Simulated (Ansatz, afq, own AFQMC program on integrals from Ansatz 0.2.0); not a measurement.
## GeH₅, doublet: AFQMC among the cluster methods

```xyz
6

Ge   -0.0378    0.0000    0.0000
H    -0.5492    1.4466    0.0000
H    -0.5492   -0.7233    1.2528
H    -0.5492   -0.7233   -1.2528
H     1.8122    0.0000    0.0000
H     2.5572    0.0000    0.0000
```

Basis cc-pVTZ. Noble-gas cores (and the filled d shells of Ga–Kr and In–Xe) are frozen. Ansatz 0.2.0 and our own AFQMC program on the same integrals; the CISD trial comes from CCSD amplitudes, and released means the phaseless constraint is let go. Error bars are statistical, one sigma. No spin–orbit coupling.

Determinant: UHF, the one that the program's search chose, which needn't be the lowest solution. The geometry is a point of a scan.

No full CI on the walks' own integrals is used here; CCSDT(Q) serves as the reference and is uncertain by about the last step of the cluster series.

Cautions: no relativity below Rb; no spin-orbit coupling; inner d shell frozen.

* T1 diagnostic: 0.0129
* weight of the determinant in the CISD state: 0.905
* ⟨S²⟩ of the determinant: 0.765
* size of the correlated space: 9 electrons in 99 orbitals

Reference: CCSDT(Q), correlation energy -5.168 eV. The released energy is read at 2.40 1/Eh (meV from the phaseless value at times in 1/Eh: 0 ± 3 at 0.24, 0.0 ± 2.3 at 0.51, -3.5 ± 2.4 at 0.99, -4.2 ± 2.0 at 1.62, -2 ± 3 at 2.40).

```
         level  E − E(reference) (kcal/mol)  share of correlation (%)
            HF                       119.17                      0.00
           MP2                        23.53                     80.25
          CCSD                         3.22                     97.30
       CCSD(T)                         0.58                     99.51
         CCSDT                         0.07                     99.94
 ph-AFQMC/CISD                  0.13 ± 0.08                     99.89
released AFQMC                  0.09 ± 0.07                     99.93
```

A walk keeps the symmetry of its determinant, which the program's search chose and which needn't be the lowest solution, so a lower state of the same spin and another symmetry isn't excluded. Released energies are given only where the last usable release times agree within the noise; a slower fall can still hide under it.
